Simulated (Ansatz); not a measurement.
**Molecular dynamics, step by step**

CH$_{5}$Al, closed shell, CAM-B3LYP-D4/def2-SVP (Ansatz 0.2.0). Settings (timestep in fs, temperature in K; T counts 15 degrees of freedom):

```yaml
hamiltonian: {xc: {name: CAM-B3LYP}, dispersion: d4}
md: {n_steps: 80, timestep: 0.25, temperature: 700, ensemble: nve, seed: 105, initial_velocities: maxwell_boltzmann}
```

Start, the saddle point found with PBE0-D4 in triple zeta (not stationary at another level):

```
7
angstrom
Al -1.6897 0.0550 -0.3634
H -0.0875 -0.6502 -0.6226
H -0.7010 -1.1751 -1.2625
C 0.3978 0.3195 0.3949
H 1.3712 -0.1459 0.2021
H 0.1986 0.2089 1.4652
H 0.5106 1.3879 0.1863
```

```
step  time (fs)  potential energy less the start (meV)  kinetic energy (meV)  T (K)
   0       0.00                                    0.0                 452.4    700
   5       1.25                                   49.8                 402.8    623
  10       2.50                                  131.6                 321.2    497
  15       3.75                                  155.0                 297.8    461
  20       5.00                                  118.7                 334.0    517
  25       6.25                                   61.7                 390.9    605
  30       7.50                                    6.0                 446.6    691
  35       8.75                                  -72.2                 524.9    812
  40      10.00                                 -192.2                 644.9    998
  45      11.25                                 -304.1                 756.5   1171
  50      12.50                                 -350.1                 802.6   1242
  55      13.75                                 -384.1                 837.0   1295
  60      15.00                                 -507.6                 960.0   1485
  65      16.25                                 -583.9                1036.2   1603
  70      17.50                                 -572.9                1025.6   1587
  75      18.75                                 -614.5                1067.4   1651
  80      20.00                                 -721.9                1174.3   1817
```

Step 45, positions (Å) and forces (eV/Å):

```
atom       x       y       z      Fx      Fy      Fz
 Al1  -1.659   0.067  -0.357   0.663   0.230   0.846
  H2  -0.217  -1.065  -0.999  -0.298  -0.606  -0.651
  H3  -0.804  -1.344  -1.510   0.660   0.052   0.210
  C4   0.353   0.317   0.444  -1.702   0.712   0.005
  H5   1.304  -0.021   0.066   0.591  -0.577  -0.352
  H6   0.435   0.391   1.544  -0.195  -0.187  -0.085
  H7   0.287   1.372   0.121   0.283   0.376   0.027
```

Step 60, positions (Å) and forces (eV/Å):

| atom | x | y | z | Fx | Fy | Fz |
| --- | --- | --- | --- | --- | --- | --- |
| Al1 | -1.644 | 0.074 | -0.347 | 0.699 | 0.254 | 0.793 |
| H2 | -0.280 | -1.305 | -1.170 | 1.034 | 0.029 | 0.638 |
| H3 | -0.731 | -1.509 | -1.719 | -0.701 | -0.406 | -0.896 |
| C4 | 0.317 | 0.331 | 0.455 | -0.938 | 1.359 | 0.090 |
| H5 | 1.243 | -0.049 | 0.021 | 0.191 | -0.401 | -0.265 |
| H6 | 0.510 | 0.409 | 1.563 | -0.468 | -0.205 | -0.674 |
| H7 | 0.297 | 1.423 | 0.117 | 0.184 | -0.630 | 0.314 |

Step 75, positions (Å) and forces (eV/Å):

```
atom       x       y       z      Fx      Fy      Fz
 Al1  -1.626   0.083  -0.332   0.453   0.170   0.576
  H2  -0.253  -1.562  -1.322  -0.548  -0.407  -1.241
  H3  -0.703  -1.710  -1.983   0.755   0.210   1.146
  C4   0.270   0.358   0.464   0.967  -0.639  -1.765
  H5   1.201  -0.123  -0.051  -1.487   0.560   0.683
  H6   0.529   0.399   1.517  -0.237  -0.223   0.702
  H7   0.332   1.414   0.147   0.095   0.328  -0.101
```

Last step (80):

Al1  (-1.619, 0.086, -0.327)
H2  (-0.257, -1.660, -1.406)
H3  (-0.674, -1.771, -2.043)
C4  (0.257, 0.366, 0.464)
H5  (1.148, -0.135, -0.059)
H6  (0.527, 0.389, 1.514)
H7  (0.347, 1.413, 0.157)
(Å)

Hardware: 2 CPU threads of an Arm Neoverse V1, shared host. Wall time about 59 s.
